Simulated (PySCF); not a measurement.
## How good is the calculation?

Geometry:
| atom | x (Å) | y (Å) | z (Å) |
| --- | --- | --- | --- |
| C1 | -1.482 | 0.535 | 0.137 |
| C2 | -0.142 | 0.032 | -0.390 |
| C3 | 0.042 | -1.462 | -0.100 |
| C4 | 0.997 | 0.768 | 0.282 |
| O5 | 1.013 | 1.156 | 1.418 |
| O6 | 2.043 | 0.919 | -0.543 |
| H7 | -2.296 | -0.049 | -0.285 |
| H8 | -1.630 | 1.580 | -0.124 |
| H9 | -1.508 | 0.446 | 1.220 |
| H10 | -0.063 | 0.199 | -1.468 |
| H11 | 0.997 | -1.814 | -0.484 |
| H12 | -0.755 | -2.030 | -0.574 |
| H13 | 0.008 | -1.639 | 0.972 |
| H14 | 2.776 | 1.360 | -0.084 |

Theory: NMR shieldings at PBE0/pcSseg-1/GIAO, GFN2-xTB structure, in PySCF (rapidly exchanging positions averaged, relativity neglected, single conformer, no solvent).

Reference values: measured (solution, not stated per compound (mostly CDCl3 or CCl4); Pretsch, Buehlmann, Badertscher, Structure Determination of Organic Compounds, 4th ed. (2009)).
```csv
atoms,quantity,reference,computed,"computed, scaled"
C2,δ 13C,34.1,36.4,33.3
C1/C3,δ 13C,18.8,21.7,19.0
H10,δ 1H,2.56,2.56,2.50
H7/H8/H9/H11/H12/H13,δ 1H,1.21,1.25,1.27
```

Computed shifts are σ(ref) − σ with the named reference compound (TMS for H and C) calculated as an isolated molecule at the same level. The measured values may be among those fitted. Empirical linear scaling, fitted to shifts measured mostly in CDCl3 for H and C (δ vs TMS): 13C: δ = 179.97 − 0.974σ (rms 2.1 ppm, 958 shifts, 2.3 ppm with the 13 outliers that the fit left out); 1H: δ = 30.01 − 0.943σ (rms 0.17 ppm, 504 shifts, 0.18 ppm with the 4 outliers that the fit left out). A few per cent of atoms miss by over 2 rms, more outside the fitted compound classes. H not on carbon is unscaled (vs computed TMS).

Problem. How far are the unscaled 13C shifts from the references?

Solution. Mean signed difference +2.60 ppm, mean absolute 2.60 ppm over 2 comparisons; the largest is +2.9 ppm at C1/C3 (methyl carbon).

Problem. How far are the unscaled 1H shifts from the references?

Solution. Mean signed difference +0.02 ppm, mean absolute 0.02 ppm over 2 comparisons; the largest is +0.04 ppm at H7/H8/H9/H11/H12/H13 (hydrogen on a methyl carbon).

4 of the 5 published NMR values on file for this molecule are compared. The rest: values whose atom or origin is in doubt.
